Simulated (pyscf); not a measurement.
Single points on ωB97X-D3(BJ)/def2-SVP structures (PySCF, gas phase).

Task: F–BH–F (SMILES FBF) + H₂O (SMILES O) → HO–B(F)–F (SMILES OB(F)F) + H₂ (SMILES [H][H])
Surface: singlet. Broken: B–H, H–O. Formed: B–O, H–H. Give ΔE‡ and ΔE from ωB97X-D3(BJ)/def2-TZVP, relative to the separated reactants.

Result: ΔE‡ = 20.8 kcal/mol, ΔE = -26.2 kcal/mol. ωB97M-D3(BJ)/def2-TZVP gives 20.1 kcal/mol and -26.6 kcal/mol. Zero-point energy shifts the barrier by +0.3 kcal/mol. It is a four-centre exchange, with an imaginary mode of 1476i cm⁻¹. On the reactant side the descent ends in an adduct with a B–O contact (not fully relaxed), 8.0 kcal/mol under the separated species and 28.8 kcal/mol under the saddle at ωB97X-D3(BJ)/def2-TZVP. What is counted as formed (B–O) is already present as a longer contact in the reactant adduct; forming that adduct is a step of its own. At the saddle there is also a short B–H contact that neither side keeps. One saddle was located; it need not be the lowest between these sides.
